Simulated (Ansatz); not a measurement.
**CoC₃: from a trial structure to a relaxed crystal**

Computed with Ansatz, DFT PBE, scalar-relativistic, plane waves, PAW.

CoC₃ was placed on the Cu3Au (L1_2) structure type (Pm-3m, No. 221), with Co in place of Au, C in place of Cu, at a guessed volume.

Input of the last, converged step (default PAW datasets):

```yaml
crystal:
  lattice:
    - [3.1159933581, 0.0, 0.0]
    - [0.0, 3.1159933581, 0.0]
    - [0.0, 0.0, 3.1159933581]
  atoms:
    - { symbol: Co, position: [0.0, 0.0, 0.0] }
    - { symbol: C, position: [0.0, 0.5, 0.5] }
    - { symbol: C, position: [0.5, 0.0, 0.5] }
    - { symbol: C, position: [0.5, 0.5, 0.0] }
basis:
  ecutwfc: 420
kpoints:
  mp_grid: { grid: [14, 14, 14] }
hamiltonian:
  xc: pbe
scf:
  occupations: { method: gaussian, width: 0.1 }
output:
  forces: true
  stress: true
  eigenvalues: true
relax:
  adjacent_minimum: "off"
  f_tol: 0.01
  max_steps: 80
  cell: { stress_tol: 0.05 }
```

Launched as:

```bash
ansatz run input.yaml --threads 1 --pin off --max-ram 2560MiB --backend cpu --events-out ev --progress --plain --runs-dir out
```

It took 14 s on 1 thread of Arm Neoverse V2 (shared host), peak memory 0.35 GiB.

The program printed at the end:

```
SCF converged after 6 iterations
Free energy (F): -5867.189741 eV
Harris-Foulkes:  -5867.189741 eV  (|F-HF|=1.82e-12)
Internal energy: -5867.175932 eV  (E = F + TS)
E sigma→0 (E₀):  -5867.182837 eV
Entropy (-TS):   -0.013809 eV (-3.452 meV/atom)
Fermi energy:    14.711253 eV
--- Per-component energies (eV) ---
  E_band       = -232.586887
  E_kinetic    = 692.422756
  E_local      = -3635.285108  (includes V_loc(G=0)·N_el)
  E_nonlocal   = 544.403023
  E_hartree    = 1523.996135
  E_xc         = -298.388366
  E_vxc        = -377.661489  (∫ρ·V_xc dr)
  E_paw        = -1809.272107  (= ΣΔE_a)
  E_vpaw       = -504.458225  (= ΣTr[D̂ρ^β])
  E_aug_tail   = -0.000095  (compensation charges beyond the density's cutoff)
  E_ewald      = -2885.052170
  E_smearing   = -0.013809  (= −TS)
  E_closure    = 0.000000  (closes the sum)
  Σ components = -5867.189741   (vs F -5867.189741, Δ=0.00e0)
--- Forces (eV/Å), atoms counted from 1 ---
  atom   1  Co     0.00000000     0.00000000     0.00000000
  atom   2  C      0.00000000     0.00000000     0.00000000
  atom   3  C      0.00000000     0.00000000     0.00000000
  atom   4  C      0.00000000     0.00000000     0.00000000
  max |Σ_I F_I| component: 1.12e-30 eV/Å
--- Stress (GPa, compression-positive) ---
        0.014784       0.000000       0.000000
        0.000000       0.014784       0.000000
        0.000000       0.000000       0.014784
  P = ⅓ Tr σ = 0.0148 GPa (0.148 kbar)
--- Relaxed structure (3 steps of the walk, 3 accepted, 1 SCFs on fresh bases) ---
  F+E_penalty+E_count = -5867.18974140 eV   max|allowed force component| = 9.368e-31 eV/Å   (the final SCF, on the basis selected at the relaxed cell)
  cell:  # Å, volume = 30.3378 Å³
    - [3.118852, 0.000000, 0.000000]
    - [0.000000, 3.118852, 0.000000]
    - [0.000000, 0.000000, 3.118852]
  atoms:
    - { symbol: Co, position: [0.000000, 0.000000, 0.000000] }
    - { symbol: C, position: [0.000000, 0.5, 0.5] }
    - { symbol: C, position: [0.5, 0.000000, 0.5] }
    - { symbol: C, position: [0.5, 0.5, 0.000000] }
```

Absolute energies hang on the potentials; compare differences alone.

The result has space group Pm-3m (No. 221). Around Co lie 12 C at 2.21 Å; C has 4 Co at 2.21 Å and 8 C at 2.21 Å.

Against the elements it lies at 2.95 eV/atom. Formation energies are uncorrected and refer to the elements' standard structures at the same level.

For metals, differences of a few meV/atom aren't resolved.

Symmetry constrained the relaxation, so the result can be a saddle point.